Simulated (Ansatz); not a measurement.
# BP+ (doublet): from Hartree-Fock to the top rungs, def2-QZVPP

An exercise on one series of results from a longer session: the logs are not shown, and one member is left open.

Method: def2-QZVPP, core rule «outside noble gas», up to 6 orbitals frozen; program: Ansatz 0.2.0, Gaussian basis.

The runs, in order: UHF; ROHF; CCSD(T) on UHF.

## What is computed

The geometry is a PBE0/def2-TZVP stationary point (not a proven minimum) of the parent state, kept for this charge and spin.

2 atoms, charge 1, spin multiplicity 2.

Atoms are counted from 1 here; the program's logs count them from 0.

Bond lengths: B1–P2 1.846 Å.

The first run:

in.yaml

```yaml
crystal:
  periodic: [false, false, false]
  atoms:
    - {symbol: B, position_ang: [0.000000, 0.000000, 0.000000]}
    - {symbol: P, position_ang: [0.000000, 0.000000, 1.846300]}
basis:
  gaussian: {orbitals: "def2-QZVPP.json"}
total_charge: 1
magnetization: {spin_polarized: true, initial_magnetization: 1}
hamiltonian: {xc: hf}
output: {orbitals: {seedname: orbitals}}
```

Command:

```bash
ansatz run in.yaml --threads 1 --pin off --events-out ev --progress --plain --max-ram 2393MiB
```

Steps of the session up to this table: UHF; ROHF; CCSD(T) on UHF.

One of the session's tables, all rows but one given; the rest of the session is left out.

```
  method  from UCCSD(T) (kJ/mol)
    ROHF                  +615.9
     UHF                  +460.5
    UMP2                  +104.8
   UCCSD                       ?
UCCSD(T)                       0
```

**Question.** Estimate the row for UCCSD.

As computed: from UCCSD(T) (kJ/mol): +25.5. In the column «from UCCSD(T) (kJ/mol)» it lies between UCCSD(T) (0) and UMP2 (+104.8).

The program flags UCCSD(T) as in doubt (see the logs), so the zero of the table is itself unsure.

To keep in mind: The determinant is far from a pure spin state, so its energy mixes those of several spin states (harmless only where they are near-degenerate, as at dissociation). The program flags UCCSD(T) as in doubt, so the zero of the table is itself unsure.
